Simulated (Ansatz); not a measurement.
**Structure relaxation of NbGa2**

Level of theory: DFT PBE, scalar-relativistic, plane waves, PAW in Ansatz 0.2.0. Cutoff 420 eV, Γ-centred k mesh, Gaussian smearing, no spin polarisation in the final step.

A relaxed cell is given with its space group left out.

```xyz
3
Lattice="-2.2985 2.2985 2.8415 2.2985 -2.2985 2.8415 2.2985 2.2985 -2.8415" Properties=species:S:1:pos:R:3 pbc="T T T"
Nb    0.0000    0.0000    0.0000
Ga    0.0000    2.2985    1.4208
Ga    2.2985    0.0000    1.4208
```

The zero of energy is the elements' standard structures at the same level; no fitted shifts are applied.

Task: What space group does it have?

Result: I4/mmm (No. 139). Conventional cell: a = 4.597 Å, c = 5.683 Å. Around Nb lie 8 Ga at 2.70 Å; around Ga lie 4 Nb at 2.70 Å, 2 Ga at 2.84 Å and 4 Ga at 3.25 Å.

Task: What is its formation energy per atom?

Result: 0.34 eV/atom.

Task: Is it a metal?

Result: Yes, bands cross the Fermi level on the 14×14×14 mesh.

The final run used a 14×14×14 mesh on its 3-atom cell and 0.10 eV smearing. For metals, differences of a few meV/atom aren't resolved. The cell came from a trial start, so NbGa2 may not exist in this structure.

Cost: 3 runs of about 9.9 core-minutes in all, on Arm Neoverse V1 (shared hosts).